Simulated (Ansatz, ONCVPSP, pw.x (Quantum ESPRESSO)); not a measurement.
## Nb (Z = 41): does the ONCV potential hold in the solid?

* Element: Nb
* Generator: ONCVPSP 4.0.1.1 (patched build)
* Type: optimised norm-conserving Vanderbilt (ONCV)
* Functional: PBEsol
* Relativity: scalar-relativistic
* Frozen core: [Ar] 3d10
* Valence charge: 13
* Reference configuration: 4s2 4p6 4d4 5s1
* Partial waves: 4s+5s: rc 1.80 bohr, ncon 4, nbas 7, qcut 6.4 1/bohr, 2 projectors; 4p: rc 1.95 bohr, ncon 5, nbas 8, qcut 8.9 1/bohr, 3 projectors, debl 3.3 Ha; 4d: rc 2.70 bohr, ncon 4, nbas 9, qcut 4.9 1/bohr, 2 projectors, debl 1.6 Ha
* Local potential: polynomial inside 1.35 bohr (lpopt 4, dvloc0 0 Ha)
* Core correction: none

Crystal test: sc Nb in pw.x 7.5, no spin, 12³ k-points, Fermi–Dirac smearing 0.01 Ry, cutoffs 70/280 Ry. The lattice is a test structure that the element need not adopt, and mesh and smearing are coarse.

pw.x input:

```
&control
  calculation='scf', prefix='x', pseudo_dir='./', outdir='./tmp', tstress=.true., disk_io='none'
/
&system
  ibrav=0, nat=1, ntyp=1, ecutwfc=70, ecutrho=280, nbnd=14,
  occupations='smearing', smearing='fd', degauss=0.01
/
&electrons
  conv_thr=1e-09, mixing_beta=0.4, electron_maxstep=70
/
ATOMIC_SPECIES
Nb 1.0 Nb.UPF
CELL_PARAMETERS angstrom
  2.67647602 0.00000000 0.00000000
  0.00000000 2.67647602 0.00000000
  0.00000000 0.00000000 2.67647602
ATOMIC_POSITIONS crystal
Nb 0.0000 0.0000 0.0000
K_POINTS automatic
12 12 12 0 0 0
```

```bash
pw.x < Nb.scf.in > Nb.scf.out
```

How does the run end?

It converges; the pressure is 2.30 GPa against 1.63 GPa from all-electron LAPW. The largest radius (2.70 bohr) exceeds half the bond length (2.53 bohr), so the spheres overlap, which is one possible source of error among others. Atomic configuration tests: 1 of 4 tests not solved or not reliable. The log shows:

```
     charge density cutoff     =     280.0000  Ry
     scf convergence threshold =      1.0E-09
     Exchange-correlation= PBESOL
     number of k points=    84  Fermi-Dirac smearing, width (Ry)=  0.0100
     iteration #  1     ecut=    70.00 Ry     beta= 0.40
     total energy              =    -113.52849590 Ry
     estimated scf accuracy    <       0.05849002 Ry
     iteration #  2     ecut=    70.00 Ry     beta= 0.40
     total energy              =    -113.53011573 Ry
     estimated scf accuracy    <       0.00824344 Ry
     iteration #  3     ecut=    70.00 Ry     beta= 0.40
     total energy              =    -113.53103468 Ry
     estimated scf accuracy    <       0.00067797 Ry
     iteration #  4     ecut=    70.00 Ry     beta= 0.40
     total energy              =    -113.53105935 Ry
     estimated scf accuracy    <       0.00000872 Ry
     iteration #  5     ecut=    70.00 Ry     beta= 0.40
     total energy              =    -113.53106181 Ry
     estimated scf accuracy    <       0.00000017 Ry
     iteration #  6     ecut=    70.00 Ry     beta= 0.40
     total energy              =    -113.53106185 Ry
     estimated scf accuracy    <          8.3E-09 Ry
     iteration #  7     ecut=    70.00 Ry     beta= 0.40
     total energy              =    -113.53106185 Ry
     estimated scf accuracy    <          2.0E-09 Ry
     iteration #  8     ecut=    70.00 Ry     beta= 0.40
     the Fermi energy is    16.8219 ev
!    total energy              =    -113.53106185 Ry
     estimated scf accuracy    <          4.3E-12 Ry
     smearing contrib. (-TS)   =      -0.00441124 Ry
     The total energy is F=E-TS. E is the sum of the following terms:
     one-electron contribution =     -22.11687490 Ry
     hartree contribution      =      16.88934966 Ry
     xc contribution           =     -13.49453781 Ry
     ewald contribution        =     -94.80458755 Ry
     convergence has been achieved in   8 iterations
          total   stress  (Ry/bohr**3)                   (kbar)     P=       23.04
     Message from routine punch:
     Nothing written, as per user request (disk_io='none')
```
